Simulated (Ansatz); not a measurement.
`CCNCS`, charge 0, multiplicity 1.

Task: Give a relaxed structure at PBE0-D4/def2-TZVP (Ansatz). (An estimate is asked.)

Result: Ansatz gave: 
Z-matrix (Å, degrees):
```
C
C 1 1.523
H 1 1.092 2 111.9
H 1 1.093 2 110.7 3 -119.8
H 1 1.094 2 110.9 3 120.6
N 2 1.452 1 116.3 3 -62.3
H 2 1.094 1 109.5 3 176.0
H 2 1.096 1 109.7 3 59.9
C 6 1.438 2 114.8 1 64.0
H 6 1.013 2 111.3 1 -61.7
S 9 1.805 6 111.8 2 178.1
H 9 1.101 6 115.5 2 -63.9
H 9 1.093 6 108.7 2 56.5
H 11 1.343 9 95.9 6 -56.2
```
This is one stationary point; other conformers may exist.
